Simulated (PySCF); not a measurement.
## Ionising SiN

PBE0; Si def2-SVP, N def2-SVP; no relativity (PySCF 2.14). Neutral (UKS): doublet (σ ↑), Re = 1.575 Å, ωe = 1196 cm⁻¹, De = 4.27 eV, HOMO -7.83 eV, LUMO -4.51 eV.

SiN⁺ (UKS): triplet (π ↑↑), Re = 1.801 Å, ωe = 787 cm⁻¹, De = 2.55 eV to Si⁺ + N. The energies at the minima are -343.78801 hartree for SiN and -343.42279 for SiN⁺.

Question: Work out the adiabatic ionisation energy, without and with harmonic zero-point energies (1 hartree = 27.2114 eV, 1 eV = 8065.5 cm⁻¹), and the change of the bond length.

Answer: At PBE0: 0.36522 hartree = 9.938 eV between the minima; the zero-point term (787.0 − 1196.0)/2 cm⁻¹ = -0.025 eV makes it 9.913 eV. Re changes by +22.6 pm against the neutral. More than one orbital changes its filling between the two states.

For an ion De counts to the pair picked by the measured ionisation energies or electron affinities, which need not be the lowest pair at this level. States were picked by a PBE0 search and need not be the measured ground states.
